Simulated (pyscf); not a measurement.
Cl–GaH–Cl + NH₃ → H₂N–Ga(Cl)–Cl + H₂, a four-centre exchange (singlet surface; Ga–H, H–N broken, Ga–N, H–H formed). Structures and frequencies: ωB97X-D3(BJ)/def2-SVP in PySCF. Energies in eV from the separated reactants.

Small-basis levels: PySCF, no dispersion term, spherical d functions. AM1 to PM7: differences of heats of formation from MOPAC. GFN2-xTB: tblite. Cost: rough CPU time at the saddle relative to B3LYP/6-31G*+LANL2DZ, from one job on a shared machine.

```json
[
 {"level": "HF/3-21G", "barrier": "0.33", "reaction energy": "-1.14", "cost": "0.09"},
 {"level": "MP2/6-31G*+LANL2DZ", "barrier": "0.75", "reaction energy": "-0.68", "cost": "0.1"},
 {"level": "BP86/6-31G*+LANL2DZ", "barrier": "0.46", "reaction energy": "-0.45", "cost": "1"},
 {"level": "B3LYP/STO-3G", "barrier": "0.70", "reaction energy": "-1.59", "cost": "1"},
 {"level": "B3LYP/3-21G", "barrier": "-0.34", "reaction energy": "-1.38", "cost": "1"},
 {"level": "B3LYP/LANL2DZ", "barrier": "0.32", "reaction energy": "-0.78", "cost": "0.5"},
 {"level": "B3LYP/6-311+G**+LANL2DZ", "barrier": "0.79", "reaction energy": "-0.25", "cost": "2"},
 {"level": "PBE/def2-SVP", "barrier": "0.43", "reaction energy": "-0.18", "cost": "2"},
 {"level": "B3LYP/def2-SVP", "barrier": "0.71", "reaction energy": "-0.16", "cost": "1"},
 {"level": "GFN2-xTB", "barrier": "0.45", "reaction energy": "+0.07", "cost": "under 0.02"},
 {"level": "PM3", "barrier": "-0.52", "reaction energy": "-1.71", "cost": "under 0.02"},
 {"level": "PM7", "barrier": "0.78", "reaction energy": "-0.93", "cost": "under 0.02"},
 {"level": "ωB97M-D3(BJ)/def2-TZVP", "barrier": "0.84", "reaction energy": "-0.14", "cost": "–"}
]
```

Against the last row the barrier runs from -1.36 (PM3) to -0.05 eV (B3LYP/6-311+G**+LANL2DZ). At B3LYP/3-21G, PM3 this geometry lies under one side, so the entry may be no barrier of that level: it is a single point on another level's saddle. ωB97M-D3(BJ)/def2-TZVP has limits of its own. On the reactant side the descent ends in an adduct with a Ga–N contact, 1.37 eV under the separated species and 2.12 eV under the saddle at ωB97X-D3(BJ)/def2-TZVP. What is counted as formed (Ga–N) is already present as a longer contact in the reactant adduct; forming that adduct is a step of its own. At the saddle there is also a short Ga–H contact that neither side keeps. At ωB97X-D3(BJ) the barrier from the zero used here is 0.74 eV. This is the saddle that the search found; another between the same sides may lie lower. In the def2 sets elements up to Kr have no core potential.
